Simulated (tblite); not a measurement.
Compound: 1-methoxypropane, C4H10O.
Numbering: `[CH3:1][CH2:2][CH2:3][O:4][CH3:5]` (hydrogens: H6, H7, H8 on C1; H9, H10 on C2; H11, H12 on C3; H13, H14, H15 on C5)

Computed with GFN2-xTB (tblite), gas phase: Langevin dynamics at 300 K from the optimised GFN2-xTB geometry, time step 0.5 fs, friction 0.01 fs⁻¹, 2000 steps. The instantaneous temperature is 2·E(kin)/(3Nk) with all 3N coordinates.

| t (fs) | T (K) | E(pot) above start (eV) | C1–C2 (Å) | C2–C3 (Å) | C3–O4 (Å) | O4–C5 (Å) | C1–H6 (Å) | C1–C2–C3–O4 (°) |
| --- | --- | --- | --- | --- | --- | --- | --- | --- |
| 0 | 239 | 0.000 | 1.523 | 1.524 | 1.410 | 1.402 | 1.087 | 180 |
| 50 | 192 | 0.431 | 1.532 | 1.506 | 1.394 | 1.391 | 1.088 | 163 |
| 100 | 228 | 0.388 | 1.602 | 1.498 | 1.439 | 1.417 | 1.133 | 172 |
| 150 | 232 | 0.389 | 1.499 | 1.546 | 1.375 | 1.390 | 1.058 | 179 |
| 200 | 208 | 0.568 | 1.503 | 1.529 | 1.427 | 1.448 | 1.121 | 167 |
| 250 | 289 | 0.415 | 1.538 | 1.561 | 1.418 | 1.416 | 1.069 | 160 |
| 300 | 272 | 0.610 | 1.511 | 1.558 | 1.380 | 1.367 | 1.083 | 163 |
| 350 | 266 | 0.534 | 1.512 | 1.532 | 1.438 | 1.433 | 1.105 | 151 |
| 400 | 253 | 0.655 | 1.495 | 1.508 | 1.449 | 1.430 | 1.101 | 162 |
| 450 | 257 | 0.472 | 1.565 | 1.561 | 1.413 | 1.437 | 1.105 | -171 |
| 500 | 340 | 0.386 | 1.515 | 1.580 | 1.405 | 1.440 | 1.098 | -161 |
| 550 | 252 | 0.529 | 1.540 | 1.549 | 1.434 | 1.368 | 1.090 | -155 |
| 600 | 345 | 0.480 | 1.510 | 1.510 | 1.388 | 1.396 | 1.070 | -162 |
| 650 | 335 | 0.438 | 1.528 | 1.591 | 1.405 | 1.397 | 1.115 | -163 |
| 700 | 255 | 0.672 | 1.464 | 1.584 | 1.429 | 1.440 | 1.049 | -164 |
| 750 | 337 | 0.684 | 1.517 | 1.511 | 1.394 | 1.362 | 1.098 | -167 |
| 800 | 274 | 0.497 | 1.498 | 1.529 | 1.418 | 1.467 | 1.079 | -170 |
| 850 | 241 | 0.476 | 1.524 | 1.564 | 1.395 | 1.382 | 1.072 | -171 |
| 900 | 310 | 0.510 | 1.545 | 1.499 | 1.457 | 1.386 | 1.148 | -169 |
| 950 | 303 | 0.544 | 1.480 | 1.557 | 1.342 | 1.416 | 1.063 | -157 |
| 1000 | 216 | 0.535 | 1.609 | 1.526 | 1.442 | 1.402 | 1.071 | -153 |

Task: From 500 fs on, how do temperature and potential energy compare with equipartition?

Result: The mean temperature of these 11 frames is 292 K against the target 300 K, and the mean potential energy 0.52 eV against 39 × kT/2 = 0.50 eV for 39 classical harmonic modes. For 15 atoms in a canonical ensemble the temperature itself scatters by T·√(2/(3N)) = 63 K; here its standard deviation is 44 K. The whole run lasts only 10 friction times of 100 fs, so these averages carry a wide statistical error.

Task: What are the kinetic and total energies of the listed frame with the highest potential energy?

Result: The one at 750 fs, 0.684 eV above the start. Its kinetic energy is 3NkT/2 = 0.653 eV at 337 K, so the sum is 1.34 eV; over the listed frames the sum runs from 0.46 to 1.34 eV, since the thermostat adds and removes energy.

Task: How much do the listed bonds fluctuate from 500 fs on?

Result: 
| bond | at the start (Å) | mean (Å) | standard deviation (Å) |
| --- | --- | --- | --- |
| C1–C2 | 1.523 | 1.521 | 0.036 |
| C2–C3 | 1.524 | 1.545 | 0.031 |
| C3–O4 | 1.410 | 1.410 | 0.030 |
| O4–C5 | 1.402 | 1.405 | 0.031 |
| C1–H6 | 1.087 | 1.087 | 0.026 |

The motion is classical and holds no zero-point motion.

The cost below is that of the whole dynamics run. Time: 7.2 s; peak memory 0.18 GiB. Hardware: one thread of an AMD EPYC 7B13, shared host with 128 logical CPUs at a one-minute load of 8.6.
